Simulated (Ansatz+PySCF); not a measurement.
A calculation with PySCF 2.14.0.

```python
from pyscf import gto, scf, cc

mol = gto.M(atom="""
P 0.000000 0.000000 0.000000
O 0.000000 0.000000 1.640000
""", basis='sto-3g', charge=0, spin=1)
mf = scf.UHF(mol)
mf.kernel()
mycc = cc.CCSD(mf, frozen=6).run()
et = mycc.ccsd_t()
print(mf.e_tot, mycc.e_corr, et, mycc.e_tot + et)
```

The script is written out from the run's settings.

Results

```yaml
Converged: yes
Reference_energy: -410.64877 hartree
CCSD_correlation_energy: -0.14604 hartree
Triples_correction: -0.01500 hartree
Total_energy: -410.80982 hartree
Spin_squared_of_the_determinant: 0.751
```

The reference isn't the lowest determinant (another lies 1.91 eV lower), but the same method gives a higher total on the lower determinant. Caution: large share of triples, a single reference is doubtful.
